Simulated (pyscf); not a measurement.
A first-order saddle from PySCF, ωB97X-D3(BJ)/def2-SVP:

```
C
H 1 1.0893
H 1 1.0894 2 119.02
H 1 1.0897 2 119.82 3 -166.58
C 1 2.1380 2 86.74 3 -84.36
H 5 1.0960 1 103.98 2 59.94
H 5 1.0962 6 114.20 3 136.53
H 5 1.0962 6 114.20 7 134.01
Sb 1 2.4420 2 95.79 3 99.28
C 9 2.1632 1 91.32 2 170.06
H 10 1.1005 9 110.13 1 80.42
H 10 1.1006 11 108.41 9 -120.49
H 10 1.1011 11 108.98 12 -118.24
C 9 2.1634 10 93.89 11 172.20
H 14 1.1005 9 110.13 10 -170.17
H 14 1.1006 15 108.40 9 120.46
H 14 1.1011 15 108.99 16 118.22
```
Charge 0, spin multiplicity 2.

Surface: doublet, charge 0. Lowest wavenumbers (cm⁻¹): 1048i, 48, 75, 99, 111.

Question: Which two sides does it connect, and which bonds change?

Answer: `[CH3][Sb]([CH3])[CH3]` + `[CH3]` [doublet] ⇌ `[CH3][Sb][CH3]` [doublet] + `[CH3][CH3]`, a substitution at C read from left to right: C–Sb broken and C–C formed. At ωB97M-D3(BJ)/def2-TZVP it lies +22.5 kcal/mol from the left side and +58.3 kcal/mol from the right (each side as separated species at their lowest minima found). One saddle was located; it need not be the lowest between these sides. The angle at the attacked C is 176°. Elements past Kr carry the def2 core potentials, without spin-orbit coupling.
